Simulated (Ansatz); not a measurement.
C3H7FO (`COCCF`), charge 0, multiplicity 1.

(1) Give a relaxed structure at PBE0-D4/def2-TZVP (Ansatz 0.2.0). (Best estimate.)

Results:

(1) Computed: 
Z-matrix (Å, degrees):
```
C
O 1 1.401
H 1 1.090 2 107.6
H 1 1.099 2 111.4 3 -119.4
H 1 1.099 2 111.4 3 119.4
C 2 1.399 1 112.6 3 -179.9
C 6 1.510 2 107.3 1 -179.9
H 6 1.100 2 111.2 1 60.1
H 6 1.100 2 111.2 1 -59.9
F 7 1.381 6 109.0 2 -179.9
H 7 1.093 6 110.7 2 -60.5
H 7 1.093 6 110.7 2 60.7
```
Point group Cs.
This is one stationary point; other conformers may exist.
